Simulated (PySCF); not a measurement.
Molecule: SMILES [C-]#[N+]C(C)(C)C, C$_{5}$H$_{9}$N.

Atom-mapped SMILES (the numbers label the heavy atoms): `[C-:1]#[N+:2][C:3]([CH3:4])([CH3:5])[CH3:6]`. Hydrogens are named by the atom that carries them.

Spin–spin couplings on one PBE0-D3(BJ)/def2-SVP geometry, PySCF 2.14, gas phase, non-relativistic, equivalent pairs averaged (spin–dipole term only in couplings to heteroatoms); isotopes 13C, 1H, 15N; functional B3LYP.

Question: How do the couplings (Hz) change with the basis set? Times are CPU seconds on shared hosts with different chips, so compare them loosely. Far from the basis limit: 6-31G*, pcJ-0, 6-31G-J, def2-TZVP, cc-pVTZ.

Answer: 
| basis set | functions | 1J(C4,H(C4)) | 1J(C3,C4) | 1J(N2,C3) | 2J(H(C4),H(C4)) | 2J(C1,C3) | 2J(C3,H(C4)) | 3J(C4,H(C5)) | core-s |
| --- | --- | --- | --- | --- | --- | --- | --- | --- | --- |
| 6-31G* | 102 | 144.6 | 51.6 | -17.7 | -15.2 | -6.8 | -2.4 | 3.7 | 8.8 |
| pcJ-0 | 105 | 117.0 | 29.0 | -3.8 | -13.1 | -8.3 | -3.1 | 4.2 | 11 |
| 6-31G-J | 108 | 139.5 | 39.1 | -9.7 | -16.5 | -11.3 | -3.7 | 4.8 | 12 |
| def2-TZVP | 240 | 127.7 | 37.3 | -8.6 | -11.5 | -9.8 | -2.9 | 4.3 | 35 |
| pcJ-1 | 252 | 135.7 | 38.4 | -11.3 | -13.6 | -9.2 | -3.3 | 4.6 | 73 |
| cc-pVTZ | 306 | 120.8 | 32.3 | -10.2 | -11.0 | -6.3 | -2.5 | 3.9 | 52 |

The Fermi-contact term samples the wavefunction at the nucleus, which is why sets with added tight s functions (names with J) are made for couplings.
